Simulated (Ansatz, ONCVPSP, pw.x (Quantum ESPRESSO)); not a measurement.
What a changed setting does to a pw.x run (bcc Fe)

Potential: optimised norm-conserving Vanderbilt (ONCV), ONCVPSP 4.0.1.1 (patched build), PBE; core [Ne], reference 3s2 3p6 3d7 4s1; waves: 3s+4s: rc 1.06 bohr, ncon 4, nbas 7, qcut 11.5 1/bohr, 2 projectors; 3p: rc 1.16 bohr, ncon 4, nbas 8, qcut 8.9 1/bohr, 1 projector; 3d: rc 1.38 bohr, ncon 4, nbas 9, qcut 9.9 1/bohr, 2 projectors, debl 3 Ha; f scattering state at 0.06 Ha: rc 1.12 bohr, ncon 4, nbas 7, qcut 10.4 1/bohr, 1 projector; local part: polynomial inside 1.02 bohr (lpopt 5, dvloc0 0 Ha); core correction: Teter function, fcfact 4, rcfact 1.3.

The reference run (k-mesh 17³, cutoffs 135/540 Ry, Fermi–Dirac 0.01 Ry, mixing_beta 0.4, conv_thr 1e-9, no spin) gives 0.93 GPa at 10.545 Å³/atom, where all-electron LAPW gives 0.48 GPa. This run, with its own iteration cap, changes nspin = 2 with starting_magnetization to 0.2.

```
&control
  calculation='scf', prefix='x', pseudo_dir='./', outdir='./tmp', tstress=.true., disk_io='none'
/
&system
  ibrav=0, nat=1, ntyp=1, ecutwfc=135, ecutrho=540, nbnd=16,
  occupations='smearing', smearing='fd', degauss=0.01, nspin=2, starting_magnetization(1)=0.2
/
&electrons
  conv_thr=1e-09, mixing_beta=0.4, electron_maxstep=70
/
ATOMIC_SPECIES
Fe 1.0 Fe.UPF
CELL_PARAMETERS angstrom
  -1.38142994 1.38142994 1.38142994
  1.38142994 -1.38142994 1.38142994
  1.38142994 1.38142994 -1.38142994
ATOMIC_POSITIONS crystal
Fe 0.0000 0.0000 0.0000
K_POINTS automatic
17 17 17 0 0 0
```

```bash
pw.x < Fe.scf.in > Fe.scf.out
```

Question: How does the run end?

Answer: It converges in 14 iterations; the free energy moves by -468.0 meV/atom and the pressure by +18.49 GPa.

```
Message from routine setup:
     using ibrav=0 with symmetry is DISCOURAGED, use correct ibrav instead
     lattice parameter (alat)  =       4.5216  a.u.
     unit-cell volume          =      71.1612 (a.u.)^3
     number of electrons       =        16.00
     number of Kohn-Sham states=           16
     kinetic-energy cutoff     =     135.0000  Ry
     charge density cutoff     =     540.0000  Ry
     scf convergence threshold =      1.0E-09
     Exchange-correlation= PBE
     atomic species   magnetization
     number of k points=   165  Fermi-Dirac smearing, width (Ry)=  0.0100
     iteration #  1     ecut=   135.00 Ry     beta= 0.40
     total energy              =    -249.02751903 Ry
     estimated scf accuracy    <       0.35472688 Ry
     total magnetization       =     2.25 Bohr mag/cell
     absolute magnetization    =     2.27 Bohr mag/cell
     iteration #  2     ecut=   135.00 Ry     beta= 0.40
     total energy              =    -249.10725366 Ry
     estimated scf accuracy    <       0.03921138 Ry
     total magnetization       =     2.41 Bohr mag/cell
     absolute magnetization    =     2.46 Bohr mag/cell
     iteration #  3     ecut=   135.00 Ry     beta= 0.40
     total energy              =    -249.11760984 Ry
     estimated scf accuracy    <       0.00677092 Ry
     total magnetization       =     2.29 Bohr mag/cell
     absolute magnetization    =     2.36 Bohr mag/cell
     iteration #  4     ecut=   135.00 Ry     beta= 0.40
     total energy              =    -249.11933156 Ry
     estimated scf accuracy    <       0.00055866 Ry
     total magnetization       =     2.17 Bohr mag/cell
     absolute magnetization    =     2.29 Bohr mag/cell
     iteration #  5     ecut=   135.00 Ry     beta= 0.40
     total energy              =    -249.11934244 Ry
     estimated scf accuracy    <       0.00034155 Ry
     total magnetization       =     2.17 Bohr mag/cell
     absolute magnetization    =     2.28 Bohr mag/cell
     iteration #  6     ecut=   135.00 Ry     beta= 0.40
     total energy              =    -249.11960102 Ry
     estimated scf accuracy    <       0.00004134 Ry
     total magnetization       =     2.11 Bohr mag/cell
     absolute magnetization    =     2.24 Bohr mag/cell
     [... 2 iterations left out ...]
     iteration #  9     ecut=   135.00 Ry     beta= 0.40
     total energy              =    -249.11961292 Ry
     estimated scf accuracy    <       0.00000265 Ry
     total magnetization       =     2.11 Bohr mag/cell
     absolute magnetization    =     2.23 Bohr mag/cell
     iteration # 10     ecut=   135.00 Ry     beta= 0.40
     total energy              =    -249.11961335 Ry
     estimated scf accuracy    <       0.00000036 Ry
     total magnetization       =     2.11 Bohr mag/cell
     absolute magnetization    =     2.23 Bohr mag/cell
     iteration # 11     ecut=   135.00 Ry     beta= 0.40
     total energy              =    -249.11961335 Ry
     estimated scf accuracy    <       0.00000008 Ry
     total magnetization       =     2.11 Bohr mag/cell
     absolute magnetization    =     2.23 Bohr mag/cell
     iteration # 12     ecut=   135.00 Ry     beta= 0.40
     total energy              =    -249.11961336 Ry
     estimated scf accuracy    <          1.6E-09 Ry
     total magnetization       =     2.11 Bohr mag/cell
     absolute magnetization    =     2.23 Bohr mag/cell
     iteration # 13     ecut=   135.00 Ry     beta= 0.40
     total energy              =    -249.11961336 Ry
     estimated scf accuracy    <          3.5E-09 Ry
     total magnetization       =     2.11 Bohr mag/cell
     absolute magnetization    =     2.23 Bohr mag/cell
     iteration # 14     ecut=   135.00 Ry     beta= 0.40
     the Fermi energy is    20.2900 ev
!    total energy              =    -249.11961336 Ry
     estimated scf accuracy    <          1.3E-10 Ry
     smearing contrib. (-TS)   =      -0.00387875 Ry
     The total energy is F=E-TS. E is the sum of the following terms:
     one-electron contribution =     -98.75368871 Ry
     hartree contribution      =      60.07160659 Ry
     xc contribution           =     -31.99367743 Ry
     ewald contribution        =    -178.43997507 Ry
     total magnetization       =     2.11 Bohr mag/cell
     absolute magnetization    =     2.23 Bohr mag/cell
     convergence has been achieved in  14 iterations
          total   stress  (Ry/bohr**3)                   (kbar)     P=      194.22
     Message from routine punch:
     Nothing written, as per user request (disk_io='none')
```

The run took about 2.6 min on one core of a shared host (Neoverse-V2, 96 threads, 742 GiB, load 46).
